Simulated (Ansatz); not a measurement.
## [Cl···H···CH2], triplet: the ladder up to UCCSDT(Q)

Geometry: a point of a hydrogen-transfer path between rigid fragments, not a stationary point.

```xyz
5

Cl   -0.8701    0.0000    0.0000
H     0.3189    0.0000    0.0000
C     2.1169    0.0000    0.0000
H     2.5313    0.0000    0.9962
H     2.5313    0.0000   -0.9962
```

Basis cc-pVDZ; Ansatz 0.2.0. Correlated methods freeze the noble-gas cores, which leaves 14 electrons in 41 orbitals. Prefix R: restricted or restricted open-shell reference; prefix U: unrestricted. Active spaces: valence = (14e, 11o) chosen from the atoms' valence shells; pair = (4e, 4o) about the gap.

Full CI isn't at hand for all of this; UCCSDT(Q) serves as the reference, and is uncertain by about the last step of the cluster series. The frozen core follows each run's orbitals, which can shift R against U totals by a few meV.

For open shells CISD is restricted-active-space CI with the open shells as a complete middle space.

```
UHF ⟨S²⟩                          : 2.018
T1 diagnostic (RCCSD)             : 0.0151
largest doubles amplitude (RCCSD) : 0.037
T1 diagnostic (UCCSD)             : 0.0082
```

```json
{"level": "RHF", "E − E(UCCSDT(Q)) (kJ/mol)": "763.2", "share of correlation (%)": "0.00", "wall time": "–"}
{"level": "UHF", "E − E(UCCSDT(Q)) (kJ/mol)": "747.8", "share of correlation (%)": "2.02", "wall time": "–"}
{"level": "RMP2", "E − E(UCCSDT(Q)) (kJ/mol)": "108.9", "share of correlation (%)": "85.73", "wall time": "–"}
{"level": "UMP2", "E − E(UCCSDT(Q)) (kJ/mol)": "107.7", "share of correlation (%)": "85.89", "wall time": "–"}
{"level": "CISD", "E − E(UCCSDT(Q)) (kJ/mol)": "72.3", "share of correlation (%)": "90.53", "wall time": "3.9 s"}
{"level": "RCCSD", "E − E(UCCSDT(Q)) (kJ/mol)": "14.7", "share of correlation (%)": "98.08", "wall time": "–"}
{"level": "UCCSD", "E − E(UCCSDT(Q)) (kJ/mol)": "14.4", "share of correlation (%)": "98.11", "wall time": "–"}
{"level": "RCCSD(T)", "E − E(UCCSDT(Q)) (kJ/mol)": "2.6", "share of correlation (%)": "99.66", "wall time": "4.2 s"}
{"level": "UCCSD(T)", "E − E(UCCSDT(Q)) (kJ/mol)": "2.5", "share of correlation (%)": "99.67", "wall time": "4 s"}
{"level": "BCCD(T)", "E − E(UCCSDT(Q)) (kJ/mol)": "2.6", "share of correlation (%)": "99.66", "wall time": "1.3 s"}
{"level": "RCCSDT", "E − E(UCCSDT(Q)) (kJ/mol)": "1.0", "share of correlation (%)": "99.87", "wall time": "–"}
{"level": "UCCSDT", "E − E(UCCSDT(Q)) (kJ/mol)": "0.9", "share of correlation (%)": "99.88", "wall time": "–"}
{"level": "RCCSDT(Q)", "E − E(UCCSDT(Q)) (kJ/mol)": "0.1", "share of correlation (%)": "99.99", "wall time": "48 s"}
{"level": "CASSCF (valence space)", "E − E(UCCSDT(Q)) (kJ/mol)": "618.8", "share of correlation (%)": "18.93", "wall time": "–"}
{"level": "NEVPT2 (valence space)", "E − E(UCCSDT(Q)) (kJ/mol)": "132.7", "share of correlation (%)": "82.61", "wall time": "6.5 s"}
{"level": "MRCISD (valence space)", "E − E(UCCSDT(Q)) (kJ/mol)": "48.9", "share of correlation (%)": "93.60", "wall time": "–"}
{"level": "MRCISD+Q (valence space)", "E − E(UCCSDT(Q)) (kJ/mol)": "3.4", "share of correlation (%)": "99.55", "wall time": "12 s"}
```

The correlation energy at UCCSDT(Q), counted from RHF, is -7.910 eV. That run took 39 s on 1 thread of Arm Neoverse V2, shared host.

Run but not shown, since their state or frozen core can't be matched to the reference's or they repeat it: CASSCF (pair space), NEVPT2 (pair space), MRCISD (pair space), MRCISD+Q (pair space).

Times hold each run's SCF and search for its determinant on a shared host, so for small cases they say little of a method's own cost; they ran on 1 thread of Arm Neoverse V2.

Natural occupations of CASSCF (valence space) about the gap: 1.983 1.980 1.977 1.000 1.000 0.026 0.018 0.018; effectively unpaired electrons, Σ n²(2−n)², 2.01.
